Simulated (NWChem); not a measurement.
Molecule: carbon tetrachloride (CCl4); SMILES ClC(Cl)(Cl)Cl

All runs: NWChem. Pople sets run with spherical d functions. All runs use the structure optimised with PBE0/def2-SVP. Total energies compare along this basis series because the functional is fixed.

```tsv
level	basis functions	energy (Ha)	highest occupied level (eV)	orbital gap (eV)	relative time
B3LYP/STO-3G	41	-1858.3216	-7.68	8.24	1
B3LYP/3-21G	61	-1869.8159	-9.02	7.07	2
B3LYP/6-31G*	86	-1878.8392	-8.79	6.98	5
B3LYP/6-31+G*	106	-1878.8458	-8.91	6.88	10
B3LYP/def2-SVP	86	-1878.3128	-8.52	7.58	3
B3LYP/def2-SVPD	128	-1878.3462	-8.92	7.03	7
B3LYP/def2-TZVP	179	-1879.0002	-8.78	7.00	10
B3LYP/6-311++G**	142	-1878.9822	-8.92	6.92	10
B3LYP/aug-cc-pVTZ	246	-1879.0269	-8.85	6.90	100
```

The last column is a rough cost ratio, cheapest run = 1.
